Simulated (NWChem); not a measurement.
Species: C2H4O2, triplet; SMILES of the neutral closed-shell parent CC(=O)O

```xyz
8

C     -0.2863     1.3671    -0.0502
C      0.0434    -0.0471     0.3056
O     -0.8610    -1.0303     0.0121
O      1.2745    -0.4382    -0.0405
H      0.4430     2.0688     0.3790
H     -0.3084     1.5158    -1.1486
H     -1.2810     1.6025     0.3555
H     -0.7042    -1.3587    -0.8909
```
Atoms are numbered in this order, from 1.

Computed with NWChem. Pople sets run with spherical d functions. Spin-unrestricted. All runs use the structure optimised with PBE0/def2-SVP, spin-unrestricted. The spin multiplicity was typed, not searched, and may not be the lowest. No stability test was run on the SCF state.

**Question.** What does the run give for UHF/6-31G*? Quantities: highest occupied level (eV); lowest empty minus highest occupied level, either spin (eV); dipole (D); <S²>.

**Answer.** 
| Property | Value |
|---|---|
| highest occupied level (eV) | -9.35 |
| lowest empty minus highest occupied level, either spin (eV) | 11.85 |
| dipole (D) | 1.89 |
| <S²> | 2.01 |
